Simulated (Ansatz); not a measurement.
System: solid bromine. Method: LDA (Ansatz, a first-principles code, PAW).

Settings: plane-wave cutoff 520 eV, 6×6×4 k mesh (along the axes of the cell as run), scalar-relativistic PAW data made under PBE.

Cell (relaxed at this level):

Space group Cmce (No. 64); a = 6.6524 Å, b = 3.9265 Å, c = 8.4216 Å, α = β = γ = 90.00°

| atom | site | symmetry | x | y | z |
|---|---|---|---|---|---|
| Br | 8f | m.. | 0.0000 | 0.1614 | 0.1208 |
(The calculation used a cell of 4 atoms; values per cell refer to that cell.)

Give the computed elastic constant C13, Voigt–Reuss–Hill bulk modulus, elastic constant C44, polycrystal shear modulus (Hill average), Poisson ratio, elastic constant C11, elastic constant C12, elastic constant C33 and elastic constant C66.


elastic constant C13: 0.96 GPa
Voigt–Reuss–Hill bulk modulus: 22.0 GPa
elastic constant C44: 47.3 GPa
polycrystal shear modulus (Hill average): 13.1 GPa
Poisson ratio: 0.251
elastic constant C11: 22.1 GPa
elastic constant C12: 6.53 GPa
elastic constant C33: 80.4 GPa
elastic constant C66: 7.42 GPa

Elastic constants are with the ions relaxed.

Static lattice: no zero-point or thermal effects.
